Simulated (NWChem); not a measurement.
# Extrapolating the CCSD correlation energy of Na₂

```
Na
Na 1 3.1094
```
Charge 0, spin multiplicity 1.

Everything below was run with NWChem. All single points use one geometry, from PBE/def2-SVP, a minimum by its harmonic frequencies.

The correlated methods keep 2 core orbitals frozen. The structure started from a generated list of species. No row is a measurement; the coupled-cluster row has its own basis-set and correlation limits.

Worked example. The CCSD correlation energy is -29.14 mHa in cc-pVDZ and -53.12 mHa in cc-pVTZ. The form E(X) = E∞ + A/X³ turns the pair into an estimate of the basis-set limit.

E∞ = (3³·(-53.12) − 2³·(-29.14))/(3³ − 2³) = -63.2 mHa. The larger basis holds 84 % of that. This is a two-point estimate, and a rough one from so small a pair.
